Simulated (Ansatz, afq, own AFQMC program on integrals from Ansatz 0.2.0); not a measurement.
CHN, triplet: AFQMC among the cluster methods

```yaml
atoms:
  - { symbol: N, position_ang: [0.0000, 0.0584, 0.5183] }
  - { symbol: C, position_ang: [0.0000, -0.1273, -0.5009] }
  - { symbol: H, position_ang: [0.0000, 0.7050, -1.2343] }
```

Connectivity, by distances: N–CH.

Basis cc-pVDZ. Noble-gas cores (and the filled d shells of Ga–Kr and In–Xe) are frozen. Integrals, coupled cluster, full CI and functionals: Ansatz 0.2.0; the random walks run on the same integrals in our own AFQMC program. The CISD trial takes its coefficients from CCSD amplitudes. Released means that phaseless walkers are propagated on without the constraint, phases kept. ± is one standard error of the sampling.

Determinant: UHF, the one that the program's search chose, which needn't be the lowest solution. The geometry is a point of a scan.

No full CI on the walks' own integrals is used here; CCSDT(Q) serves as the reference and is uncertain by about the last step of the cluster series.

Cautions: lower spins were not checked; higher spins were not checked; strong correlation (T1 0.062, weight of the determinant 0.85, largest double 0.08).

```
T1 diagnostic                               : 0.0618
weight of the determinant in the CISD state : 0.845
⟨S²⟩ of the determinant                     : 2.011
size of the correlated space                : 10 electrons in 31 orbitals
```

Reference: CCSDT(Q), correlation energy -6.746 eV. The released energy is read at 2.40 1/Eh (meV from the phaseless value at times in 1/Eh: 13 ± 17 at 0.24, -6 ± 18 at 0.51, -46 ± 22 at 0.99, -71 ± 28 at 1.62, -8 ± 27 at 2.40).

| level | E − E(reference) (meV) | share of correlation (%) |
| --- | --- | --- |
| HF | 6745.7 | 0.00 |
| MP2 | 1078.8 | 84.01 |
| CCSD | 249.5 | 96.30 |
| CCSD(T) | 57.4 | 99.15 |
| CCSDT | 14.9 | 99.78 |
| ph-AFQMC/HF | 103.7 ± 59.7 | 98.46 |
| ph-AFQMC/CISD | 42.2 ± 14.2 | 99.37 |
| released AFQMC | 34.1 ± 26.9 | 99.49 |

A walk keeps the symmetry of its determinant, which the program's search chose and which needn't be the lowest solution, so a lower state of the same spin and another symmetry isn't excluded. Released energies are given only where the last usable release times agree within the noise; a slower fall can still hide under it.
